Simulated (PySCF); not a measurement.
C₂H₃N.
Bonds: C1–C2, C2–N3 (triple). Hydrogens: H4, H5, H6 on C1.

The same species was optimised twice, with GFN2-xTB and with PBE0-D3(BJ)/def2-SVP (PySCF), and the same property calculations (PySCF, gas phase) were run on both structures.

```json
{"coordinate": "C1–C2 (Å)", "GFN2-xTB": "1.437", "PBE0-D3(BJ)/def2-SVP": "1.452", "change": "+0.015"}
{"coordinate": "C2≡N3 (Å)", "GFN2-xTB": "1.143", "PBE0-D3(BJ)/def2-SVP": "1.157", "change": "+0.014"}
{"coordinate": "C1–H5 (Å)", "GFN2-xTB": "1.089", "PBE0-D3(BJ)/def2-SVP": "1.100", "change": "+0.011"}
{"coordinate": "C1–H4 (Å)", "GFN2-xTB": "1.089", "PBE0-D3(BJ)/def2-SVP": "1.099", "change": "+0.010"}
{"coordinate": "C1–H6 (Å)", "GFN2-xTB": "1.089", "PBE0-D3(BJ)/def2-SVP": "1.099", "change": "+0.010"}
{"coordinate": "H4–C1–H5 (°)", "GFN2-xTB": "109.4", "PBE0-D3(BJ)/def2-SVP": "108.7", "change": "-0.7"}
{"coordinate": "C2–C1–H5 (°)", "GFN2-xTB": "109.5", "PBE0-D3(BJ)/def2-SVP": "110.3", "change": "+0.8"}
{"coordinate": "H5–C1–H6 (°)", "GFN2-xTB": "109.4", "PBE0-D3(BJ)/def2-SVP": "108.7", "change": "-0.7"}
{"coordinate": "H4–C1–H6 (°)", "GFN2-xTB": "109.4", "PBE0-D3(BJ)/def2-SVP": "108.7", "change": "-0.7"}
{"coordinate": "C2–C1–H4 (°)", "GFN2-xTB": "109.5", "PBE0-D3(BJ)/def2-SVP": "110.3", "change": "+0.8"}
{"coordinate": "C2–C1–H6 (°)", "GFN2-xTB": "109.5", "PBE0-D3(BJ)/def2-SVP": "110.3", "change": "+0.8"}
{"coordinate": "C1–C2–N3 (°)", "GFN2-xTB": "180.0", "PBE0-D3(BJ)/def2-SVP": "180.0", "change": "0.0"}
```

Rotational constants: A = 158588, B = 9472, C = 9472 MHz (GFN2-xTB) against A = 157147, B = 9238, C = 9238 MHz (PBE0-D3(BJ)/def2-SVP). Point groups within 0.08 Å: C3v and C3v.

On the GFN2-xTB structure: HOMO (eV) -9.51 [PBE0/pcSseg-1]; LUMO (eV) 1.10 [PBE0/pcSseg-1]; dipole (D) 3.95 [PBE0/pcSseg-1]; GIAO shielding of C1 (ppm) 186.3 [PBE0/pcSseg-1]; GIAO shielding of C2 (ppm) 66.8 [PBE0/pcSseg-1]; GIAO shielding of N3 (ppm) -32.0 [PBE0/pcSseg-1].

Q: What do these properties become on the PBE0-D3(BJ)/def2-SVP structure?

A: 
```
                                    property          level  on GFN2-xTB  on PBE0-D3(BJ)/def2-SVP  change
                                   HOMO (eV)  PBE0/pcSseg-1        -9.51                    -9.46   +0.05
                                   LUMO (eV)  PBE0/pcSseg-1         1.10                     0.94   -0.16
                                  dipole (D)  PBE0/pcSseg-1         3.95                     3.98   +0.03
energy, GFN2-xTB geometry as zero (kcal/mol)  PBE0/pcSseg-1          0.0                     -0.2    -0.2
                  GIAO shielding of C1 (ppm)  PBE0/pcSseg-1        186.3                    182.9    -3.4
                  GIAO shielding of C2 (ppm)  PBE0/pcSseg-1         66.8                     64.1    -2.7
                  GIAO shielding of N3 (ppm)  PBE0/pcSseg-1        -32.0                    -40.0    -8.0
```

The heavy atoms differ by 0.012 Å rms after alignment. Among all bonds C1–C2 and C2≡N3 change most and about equally (+0.014 to +0.015 Å). Changes are differences of the printed values. Neither structure is proved a minimum here.
